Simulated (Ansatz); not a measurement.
Al2H2 (the lowest singlet isomer of a short search), 4 atoms. Hardware: 4 threads of Arm Neoverse V1 on a shared host.

Correlated methods freeze 10 core orbitals.

Problem. How many basis functions does each of these Ansatz runs have, and roughly what does it cost? PBE0-D4/def2-TZVP, charge 0 triplet, energy, from earlier orbitals; PBE0-D4/def2-TZVPD, charge 0 singlet, energy, from earlier orbitals; B3LYP-D4/def2-TZVP, charge 0 quintet, energy, from earlier orbitals; B2PLYP/def2-TZVP, charge 0 quintet, energy, from earlier orbitals; CCSD(T)/def2-TZVPP, charge 0 triplet, energy, from earlier orbitals; CCSD(T)/def2-TZVPD, charge 0 singlet, energy, from earlier orbitals; B3LYP-D4/def2-TZVP, charge 0 singlet, energy, from earlier orbitals; CCSD(T)/def2-TZVPP, charge 0 quintet, energy, from earlier orbitals; PBE0-D4/def2-TZVP, charge 1 doublet at the geometry of the charge 0 singlet, energy; PBE-D4/def2-TZVP, charge 0 triplet, energy, from earlier orbitals; r2SCAN-D4/def2-TZVPD, charge 0 singlet, energy, from earlier orbitals; r2SCAN-D4/def2-TZVP, charge 0 quintet, energy, from earlier orbitals.

Solution. Other jobs shared the machine, so times can vary by a factor of up to 3. A dash marks memory too small to be measured apart from the calling script's.

| run | functions | fitting or Cholesky vectors | wall time | peak host memory (GiB) |
| --- | --- | --- | --- | --- |
| B3LYP-D4/def2-TZVP, charge 0 singlet, energy, from earlier orbitals | 86 | 606 | 0.45 s | – |
| PBE0-D4/def2-TZVPD, charge 0 singlet, energy, from earlier orbitals | 104 | 690 | 0.55 s | – |
| PBE-D4/def2-TZVP, charge 0 triplet, energy, from earlier orbitals | 86 | 606 | 0.7 s | – |
| CCSD(T)/def2-TZVPD, charge 0 singlet, energy, from earlier orbitals | 104 | 690 | 0.85 s | – |
| PBE0-D4/def2-TZVP, charge 1 doublet at the geometry of the charge 0 singlet, energy | 86 | 646 | 0.95 s | – |
| PBE0-D4/def2-TZVP, charge 0 triplet, energy, from earlier orbitals | 86 | 646 | 1.1 s | – |
| r2SCAN-D4/def2-TZVPD, charge 0 singlet, energy, from earlier orbitals | 104 | 630 | 1.2 s | – |
| B3LYP-D4/def2-TZVP, charge 0 quintet, energy, from earlier orbitals | 86 | 606 | 1.3 s | – |
| B2PLYP/def2-TZVP, charge 0 quintet, energy, from earlier orbitals | 86 | 560 | 1.3 s | – |
| CCSD(T)/def2-TZVPP, charge 0 quintet, energy, from earlier orbitals | 112 | 670 | 1.6 s | – |
| CCSD(T)/def2-TZVPP, charge 0 triplet, energy, from earlier orbitals | 112 | 670 | 2.4 s | – |
| r2SCAN-D4/def2-TZVP, charge 0 quintet, energy, from earlier orbitals | 86 | 606 | 6 s | – |
